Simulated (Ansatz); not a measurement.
The cluster Li₃H₆: single points at one geometry.

```yaml
crystal:
  periodic: [false, false, false]
  atoms:
    - {symbol: Li, position_ang: [-0.458754, -1.246968, -1.034517]}
    - {symbol: Li, position_ang: [0.414662, 0.419751, 0.493766]}
    - {symbol: Li, position_ang: [-1.125636, 1.028960, -1.237639]}
    - {symbol: H, position_ang: [1.105167, -1.188532, -0.101250]}
    - {symbol: H, position_ang: [0.182673, 1.985992, -0.413659]}
    - {symbol: H, position_ang: [1.226500, -0.533010, 2.015329]}
    - {symbol: H, position_ang: [-1.332709, -0.161045, 0.219164]}
    - {symbol: H, position_ang: [-1.077789, -0.313184, -2.476729]}
    - {symbol: H, position_ang: [1.065886, 0.008016, 2.535545]}
basis:
  gaussian: {orbitals: def2-TZVPD, initial_orbitals: start.molden}
magnetization: {spin_polarized: true, initial_magnetization: 1}
hamiltonian: {xc: r2scan, dispersion: d4}
scf: {omitted_lower_state_checks: [starts]}
output: {orbitals: {seedname: orbitals}}
```

The file start.molden holds the orbitals of an earlier run on this structure, at another level or in another basis.

```sh
$ ansatz run in.yaml --threads 4 --pin off --events-out ev --progress --plain --max-ram 3916MiB
```

Shortened log:

```
Functional definition: r2SCAN
801 factors; their error is unknown
mean field evaluation 1: about -708.0242 eV, gradient 2.6e0 eV
mean field evaluation 2: about -708.0526 eV, gradient 3.4e-2 eV
mean field evaluation 4: about -708.0451 eV, gradient 2.3e-4 eV
mean field -708.04512261 eV, -26.0201783255 hartree, gradient 2.5e-5 eV, S^2 0.763063; 0 other end points of the search recorded, 0 dependent functions left out
reference -708.04519731 eV, -26.0201810709 hartree; 8, 7 occupied and 97, 98 virtual orbitals, 801 factors
Total energy: -708.07449386 eV, -26.0212576992 hartree
Checks for a lower state left out: starts
```

It took 1.8 s on 4 threads of Arm Neoverse V2 on a shared host.

Geometry: PBE-D4/def2-TZVPD, that of the charge -1 singlet.

The structure comes from a short search, and lower isomers may exist.
